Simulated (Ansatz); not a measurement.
## C₂H₂O₂, triplet: CASSCF and its corrections

Computed with Ansatz's Gaussian-basis code (development build). Basis cc-pVTZ, nonrelativistic, 4 orbitals frozen in the corrections. State-specific CASSCF; RHF is the lowest restricted (open-shell) Hartree–Fock solution met. No symmetry is imposed, so a solution can break that of the shape. The lowest solution met needn't be the lowest there is, nor hold the orbitals that a chemist would pick.

Geometry:

```xyz
6

C    -0.0105    0.7728   -0.0048
C     0.0175   -0.7509    0.0079
O     1.0600    1.3994   -0.0108
H    -1.0139    1.2162    0.0079
O    -1.0374   -1.3988   -0.0156
H     0.9943   -1.2402    0.0149
```

(1) What do CASSCF and its corrections give against RHF in CAS(8,6), and what are the occupations?

Results:

(1) CASSCF -1.001 eV, SC-NEVPT2 -19.726 eV; occupations 2.00, 2.00, 1.92, 1.00, 1.00, 0.07.
